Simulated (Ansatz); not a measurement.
# BH5N2: the cost of one run

All numbers below are computed with Ansatz 0.2.0 (RKS revPBE/def2-SVP).

### Step 1. The structure to begin with

Bond lengths: B1–H2 1.190 Å, B1–N3 1.550 Å, N3–H4 1.060 Å, N3–H5 1.060 Å, B1–N6 1.550 Å, N6–H7 1.060 Å, N6–H8 1.060 Å. Angles: H2–B1–N3 120.0°, H2–B1–N6 120.0°, N3–B1–N6 120.0°, B1–N3–H4 120.0°, B1–N3–H5 120.0°, H4–N3–H5 120.0°, B1–N6–H7 120.0°, B1–N6–H8 120.0°, H7–N6–H8 120.0°.

As a file:

```xyz
8

B     0.0000    0.0000    0.0000
H     0.0000    0.0000    1.1900
N     1.3423    0.0000   -0.7750
H     1.8089   -0.9179   -1.0268
H     1.7937    0.9179   -1.0532
N    -1.3423    0.0000   -0.7750
H    -2.0112   -0.8164   -0.6764
H    -1.5914    0.8164   -1.4036
```

### Step 2. Relaxing the start

Contents of input.yaml:

```yaml
crystal:
  periodic: [false, false, false]
  atoms:
    - { symbol: B, position_ang: [0.0, 0.0, 0.0] }
    - { symbol: H, position_ang: [0.0, 0.0, 1.19] }
    - { symbol: "N", position_ang: [1.3423, 0.0, -0.775] }
    - { symbol: H, position_ang: [1.8089, -0.9179, -1.0268] }
    - { symbol: H, position_ang: [1.7937, 0.9179, -1.0532] }
    - { symbol: "N", position_ang: [-1.3423, 0.0, -0.775] }
    - { symbol: H, position_ang: [-2.0112, -0.8164, -0.6764] }
    - { symbol: H, position_ang: [-1.5914, 0.8164, -1.4036] }
basis:
  gaussian: { orbitals: def2-SVP }
hamiltonian:
  xc: revpbe
relax:
  f_tol: 0.02
  max_steps: 40
```

Started as:

```sh
$ ansatz run input.yaml --threads 1 --pin off --max-ram 2048MiB --backend cpu --events-out ev --progress --plain --runs-dir out
```

**Question.** How long does this run take on 1 thread of Arm Neoverse V1, shared host, and how much memory does it need?

About 18 s, with a peak of 0.11 GiB.
